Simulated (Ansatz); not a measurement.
CH₆OS, singlet: a pair in one relaxed arrangement.

in.yaml

```yaml
crystal:
  periodic: [false, false, false]
  atoms:
    - {symbol: S, position_ang: [-0.342697, -0.435657, -2.660377]}
    - {symbol: H, position_ang: [0.897604, -0.098557, -3.043045]}
    - {symbol: H, position_ang: [-0.234819, 0.241318, -1.497798]}
    - {symbol: C, position_ang: [0.027999, -0.288811, 1.301576]}
    - {symbol: O, position_ang: [0.023432, 0.861470, 0.479179]}
    - {symbol: H, position_ang: [0.566086, -1.065023, 0.757601]}
    - {symbol: H, position_ang: [-0.984405, -0.653719, 1.507188]}
    - {symbol: H, position_ang: [0.542859, -0.108174, 2.251608]}
    - {symbol: H, position_ang: [-0.495961, 1.547253, 0.904168]}
basis:
  gaussian: {orbitals: "def2-QZVPPD.json"}
correlation: {method: mp2}
```

The basis file named in the input lies beside it (Basis Set Exchange, JSON).

Run by:

```bash
ansatz run in.yaml --threads 4 --pin off --events-out ev --progress --plain --max-ram 9574MiB
```

Output of Ansatz 0.2.0:

```
Functional definition: HF
  name "HF"
  cite "Fock, Z. Phys. 61, 126 (1930) doi:10.1007/BF01340294"
  parent pbe
  exchange = exact_x
  correlation = 0
2357 factors; integrals over basis functions are off by at most 9.8e-4 eV
mean field evaluation 1: about -13979.4393 eV, gradient 3.2e1 eV
mean field evaluation 2: about -13979.4919 eV, gradient 3.2e1 eV
mean field evaluation 4: about -13981.7559 eV, gradient 3.6e0 eV
mean field evaluation 8: about -13981.8027 eV, gradient 2.8e-1 eV
mean field -13981.80315032 eV, -513.8217885677 hartree, gradient 9.5e-6 eV, S^2 0.000000; 0 other end points of the search recorded, 0 dependent functions left out
7 core orbitals not correlated: weight in the atoms' cores, before any rotation towards them, 1.000 or more for the frozen orbitals, at most 0.000 for the correlated occupied ones
reference -13981.80315032 eV, -513.8217885677 hartree; 11, 11 occupied and 388, 388 virtual orbitals, 2357 factors
second order -18.25938874 eV of doubles, -0.00000000 eV of singles
Total energy: -14000.06253906 eV, -514.4928087272 hartree
```

Hardware: 4 CPU threads of an Arm Neoverse V1, shared host. Wall time 15 s; peak host memory 1.9 GiB.
